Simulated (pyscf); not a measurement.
Thermochemistry of product channels of `[OH][Si]([OH])([F])[F]` + `[OH]` [doublet] on the doublet surface, in kJ/mol, from ωB97M-D3(BJ)/def2-TZVP energies (ideal gas, 1 atm, RRHO with modes under 100 cm⁻¹ raised to 100, one conformer, R ln 2 for chiral ones without a mode under 150 cm⁻¹). Structures and frequencies: ωB97X-D3(BJ)/def2-SVP in PySCF.

```
products                                                          ΔE  ΔH(298 K)  ΔG(600 K)  ΔG(1200 K)
--------------------------------------------------------  ----------  ---------  ---------  ----------
`[OH][SiH]([OH])[F]` + `[F]` [doublet] + `[O]` [triplet]  (withheld)     +693.3     +627.7  (withheld)
`[O][Si]([OH])([F])[F]` [doublet] + `[OH2]`               (withheld)      +27.5      +21.0       +18.1
`[O][Si]([OH])([OH])[F]` [doublet] + `[FH]`                    +58.6      +60.1      +58.8       +57.3
```

Question: Fill in the missing entries.

Answer: 
- `[OH][SiH]([OH])[F]` + `[F]` [doublet] + `[O]` [triplet], ΔE: +699.1
- `[OH][SiH]([OH])[F]` + `[F]` [doublet] + `[O]` [triplet], ΔG(1200 K): +560.2
- `[O][Si]([OH])([F])[F]` [doublet] + `[OH2]`, ΔE: +23.9

These are energies of the channels, which say nothing of barriers. Left out: orbital degeneracy and the spin-orbit lowering of F, OH, O.
